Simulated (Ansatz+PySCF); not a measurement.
The numbers below are computed, except where a source is named.
Several solutions for quartet H₂NO

```yaml
atoms:
  - { symbol: O, position_ang: [0.0000, 0.0000, -0.1627] }
  - { symbol: H, position_ang: [0.0000, 0.0000, 1.3019] }
  - { symbol: N, position_ang: [30.0000, 0.0000, -0.2879] }
  - { symbol: H, position_ang: [30.0000, 0.0000, 2.0151] }
```

Basis set: 6-31G (spherical functions). Charge 0, multiplicity 4.

CASSCF(5,5) was run from several starts with Ansatz (development build ahead of 0.2.0) and PySCF 2.14.0. The starts are those of the Hartree–Fock orbitals from which the active space was taken at the frontier.

| run | program | start | converged | energy (hartree) | <S²> |
| --- | --- | --- | --- | --- | --- |
| A | Ansatz | search for the lowest state | yes | -130.15357 | 3.75 |
| B | PySCF | program defaults | no | – | – |
| C | Ansatz | atomic start, no search | yes | -130.15357 | 3.75 |
| D | Ansatz | stability test followed | yes | -130.15357 | 3.75 |

Question: Which runs reached the lowest solution of this kind, and what is wrong with the others?

Answer: A, C, D reached the lowest solution found. Not converged: B.
